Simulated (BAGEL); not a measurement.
**HF/3-21G (density fitting with qzvpp-jkfit) run of BPH6 (SMILES [BH3-][PH3+])**

Aim: the energy change on altering one bond length of BPH6 at HF/3-21G (density fitting with qzvpp-jkfit), from 2 runs. 

Program for the calculation: BAGEL 1.2.2.

12 further runs of the same task are left out: 12 set aside as unsound or not needed.

## Step 1: The molecule

The species is BPH6 (8 atoms), meant as a singlet with charge 0. SMILES: `[BH3-][PH3+]`. Geometry: relaxed at PBE0-D4/def2-TZVP.

Bond lengths: B1–P2 1.910 Å, B1–H3 1.209 Å, B1–H4 1.209 Å, B1–H5 1.209 Å, P2–H6 1.408 Å, P2–H7 1.409 Å, P2–H8 1.408 Å. Some angles: B1–P2–H6 118.0°, B1–P2–H7 118.1°, B1–P2–H8 118.0°, P2–B1–H3 103.8°, P2–B1–H4 103.8°, P2–B1–H5 103.8°, H6–P2–H7 99.7°, H6–P2–H8 99.7°, H7–P2–H8 99.7°, H3–B1–H4 114.5°.

## Step 2: A single-point energy at HF/3-21G (density fitting with qzvpp-jkfit)

File calc.json:

```json
{ "bagel": [

{
  "title": "molecule",
  "basis": "3-21g",
  "df_basis": "qzvpp-jkfit",
  "angstrom": true,
  "geometry": [
    { "atom": "B", "xyz": [      -0.556100,       0.227200,      -0.914000 ] },
    { "atom": "P", "xyz": [       0.433900,      -0.181600,       0.667700 ] },
    { "atom": "H", "xyz": [      -1.693400,       0.343100,      -0.520100 ] },
    { "atom": "H", "xyz": [      -0.367800,      -0.730200,      -1.628000 ] },
    { "atom": "H", "xyz": [      -0.055500,       1.254200,      -1.309900 ] },
    { "atom": "H", "xyz": [       0.418800,       0.755700,       1.718800 ] },
    { "atom": "H", "xyz": [       1.823100,      -0.380300,       0.547100 ] },
    { "atom": "H", "xyz": [       0.089200,      -1.345200,       1.382600 ] }
  ]
},

{
  "title": "hf",
  "charge": 0
},

{
  "title": "print",
  "file": "orbitals.molden",
  "orbitals": true
}

]}
```

Run with:

```sh
$ BAGEL_NUM_THREADS=1 BAGEL calc.json > calc.out
```

Output:

```text
* using 1 threads per process

  ===============================================================
  ===============================================================

  *** Geometry ***

  { "atom" : "B", "xyz" : [     -1.050877,      0.429346,     -1.727210 ] },
  { "atom" : "P", "xyz" : [      0.819952,     -0.343174,      1.261770 ] },
  { "atom" : "H", "xyz" : [     -3.200062,      0.648365,     -0.982847 ] },
  { "atom" : "H", "xyz" : [     -0.695041,     -1.379878,     -3.076474 ] },
  { "atom" : "H", "xyz" : [     -0.104880,      2.370095,     -2.475352 ] },
  { "atom" : "H", "xyz" : [      0.791417,      1.428066,      3.248061 ] },
  { "atom" : "H", "xyz" : [      3.445160,     -0.718663,      1.033869 ] },
  { "atom" : "H", "xyz" : [      0.168564,     -2.542060,      2.612735 ] },

  Number of auxiliary basis functions:      311

  Since a DF basis is specified, we compute 2- and 3-index integrals:
    o Being stored without compression. Storage requirement is 0.003 GB

  Number of basis functions:       34
  Number of electrons      :       26

    * METHOD: MOLECULE                             0.06

  *** RHF ***

  === Nuclear Repulsion ===
    59.5445171562

      * DIIS with orbital gradients will be used.

  === RHF iteration (3-21g) ===
      0       -366.90204721          0.01749639           0.01
      1       -366.94496875          0.00401711           0.01
      2       -366.94774716          0.00118065           0.01
      3       -366.94799745          0.00013410           0.01
      4       -366.94800422          0.00002900           0.01
      5       -366.94800450          0.00000759           0.01
      6       -366.94800452          0.00000177           0.01
      7       -366.94800452          0.00000027           0.01
      8       -366.94800452          0.00000003           0.01
      9       -366.94800452          0.00000001           0.01
    * SCF iteration converged.

    * Permanent dipole moment:
           (   -0.941741,     0.388934,    -1.504542) a.u.

    * METHOD: HF                                   0.12

    * METHOD: PRINT                                0.00

  ===============================================================
```

Wall time 0.3 s (1 thread of Arm Neoverse V1, shared host).

## Step 3: The distorted shape

File job.json:

```json
{ "bagel" : [

{
  "title" : "molecule",
  "basis" : "3-21g",
  "df_basis" : "qzvpp-jkfit",
  "angstrom" : "true",
  "geometry" : [
    { "atom" : "B", "xyz" : [      -0.706277,      -0.080894,      -0.795232 ] },
    { "atom" : "P", "xyz" : [       0.283723,      -0.489694,       0.786468 ] },
    { "atom" : "H", "xyz" : [      -1.843577,       0.035006,      -0.401332 ] },
    { "atom" : "H", "xyz" : [      -0.517977,      -1.038294,      -1.509232 ] },
    { "atom" : "H", "xyz" : [      -0.055500,       1.254200,      -1.309900 ] },
    { "atom" : "H", "xyz" : [       0.268623,       0.447606,       1.837568 ] },
    { "atom" : "H", "xyz" : [       1.672923,      -0.688394,       0.665868 ] },
    { "atom" : "H", "xyz" : [      -0.060977,      -1.653294,       1.501368 ] }
  ]
},

{
  "title" : "hf"
},

{
  "title" : "print",
  "file" : "orbitals.molden",
  "orbitals" : "true"
}

]}
```

Run with:

```sh
$ BAGEL_NUM_THREADS=1 BAGEL job.json > job.out
```

Output:

```text
* using 1 threads per process

  ===============================================================
  ===============================================================

  *** Geometry ***

  { "atom" : "B", "xyz" : [     -1.334670,     -0.152868,     -1.502771 ] },
  { "atom" : "P", "xyz" : [      0.536159,     -0.925388,      1.486209 ] },
  { "atom" : "H", "xyz" : [     -3.483856,      0.066152,     -0.758408 ] },
  { "atom" : "H", "xyz" : [     -0.978835,     -1.962091,     -2.852035 ] },
  { "atom" : "H", "xyz" : [     -0.104880,      2.370095,     -2.475352 ] },
  { "atom" : "H", "xyz" : [      0.507624,      0.845853,      3.472500 ] },
  { "atom" : "H", "xyz" : [      3.161366,     -1.300876,      1.258308 ] },
  { "atom" : "H", "xyz" : [     -0.115230,     -3.124273,      2.837174 ] },

  Number of auxiliary basis functions:      311

  Since a DF basis is specified, we compute 2- and 3-index integrals:
    o Being stored without compression. Storage requirement is 0.003 GB

  Number of basis functions:       34
  Number of electrons      :       26

    * METHOD: MOLECULE                             0.06

  *** RHF ***

  === Nuclear Repulsion ===
    58.6468589387

      * DIIS with orbital gradients will be used.

  === RHF iteration (3-21g) ===
      0       -366.87263023          0.01647096           0.01
      1       -366.91196659          0.00380068           0.01
      2       -366.91448391          0.00119096           0.01
      3       -366.91471647          0.00013315           0.01
      4       -366.91472232          0.00002809           0.01
      5       -366.91472255          0.00000692           0.01
      6       -366.91472257          0.00000154           0.01
      7       -366.91472257          0.00000030           0.01
      8       -366.91472257          0.00000005           0.01
      9       -366.91472257          0.00000001           0.01
     10       -366.91472257          0.00000000           0.01
    * SCF iteration converged.

    * Permanent dipole moment:
           (   -0.861290,     0.612558,    -1.624926) a.u.

    * METHOD: HF                                   0.11

    * METHOD: PRINT                                0.00

  ===============================================================
```

Wall time 0.3 s (1 thread of Arm Neoverse V1, shared host).

## Step 4: Outcome

Level: HF/3-21G (density fitting with qzvpp-jkfit).

```
                                                         quantity          value
                                        first shape: total energy  -366.94800 Eh
                                       first shape: dipole moment         4.62 D
                                         first shape: HOMO energy      -11.74 eV
                                         first shape: LUMO energy        4.50 eV
                                       first shape: HOMO–LUMO gap       16.24 eV
                                    distorted shape: total energy  -366.91472 Eh
                                   distorted shape: dipole moment         4.93 D
                                     distorted shape: HOMO energy      -10.32 eV
                                     distorted shape: LUMO energy        4.24 eV
                                   distorted shape: HOMO–LUMO gap       14.56 eV
energy change with the B1–H5 bond stretched from 1.209 to 1.572 Å       0.906 eV
```

With the B1–H5 bond stretched from 1.209 to 1.572 Å the energy rises by 0.91 eV (20.9 kcal/mol). The first shape isn't relaxed at this level, so the change isn't measured from a minimum.
